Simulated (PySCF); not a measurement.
# Working out the ionisation energy of P

P [Ne] 3s2 3p3 (4S) → P⁺ [Ne] 3s2 3p2 (3P). Calculation: PySCF 2.14, in def2-TZVPPD (6s5p4d1f, 48 functions); no relativity, point nucleus. Frozen: 1s2. Energies in hartree (1 hartree = 27.21139 eV):

```
            part    P (lower)   P⁺ (upper)
             UHF  -340.710012  -340.345927
CCSD correlation    -0.255123    -0.236507
             (T)    -0.005431    -0.003918
```

Q: What does Hartree-Fock give?

A: (-340.345927) − (-340.710012) = 0.364085 hartree = 9.907 eV.

Q: What do CCSD and CCSD(T) give?

A: The CCSD correlation energies differ by 0.018616 hartree = 0.507 eV and the triples by 0.001513 hartree = 0.041 eV, so CCSD gives 10.414 eV and CCSD(T) 10.455 eV.

Measured between the centres of the two terms (NIST): 10.526 eV, so CCSD(T) (valence and next inner shell) is off by -0.071 eV.

What remains against the reference includes basis incompleteness, the frozen core and higher excitations.
